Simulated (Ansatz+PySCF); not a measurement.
## doublet C₂H₃N₂: levels of theory in one basis

```xyz
7

H    -2.4567   -0.0117    0.2393
N    -1.5558   -0.3425   -0.0702
C    -0.4996    0.5414    0.0136
C     0.8194    0.1138    0.0010
N     1.9298   -0.2467    0.0038
H    -1.3710   -1.3111    0.1449
H    -0.7221    1.5776   -0.0083
```

Basis set: cc-pVTZ (spherical functions). Correlated methods keep 4 orbitals frozen. Correlation on ROHF uses semicanonical orbitals with singles. Charge 0, multiplicity 2.

Computed with Ansatz (development build ahead of 0.2.0) and PySCF 2.14.0; each method stands on the lowest determinant of its kind that the runs found.

```tsv
method	E − E(ROHF) (eV)	<S²> of the determinant
ROHF	0.00	0.75
UHF	-0.35	0.91
UHF-MP2	-18.71	0.91
```

(1) What does ROHF-MP2 give on the same scale?

Answers

(1) -19.15 eV.

Caution for UHF, UHF-MP2: the unrestricted determinant is spin contaminated. Caution for ROHF-MP2, UHF-MP2: forces differ strongly between restricted and unrestricted references.
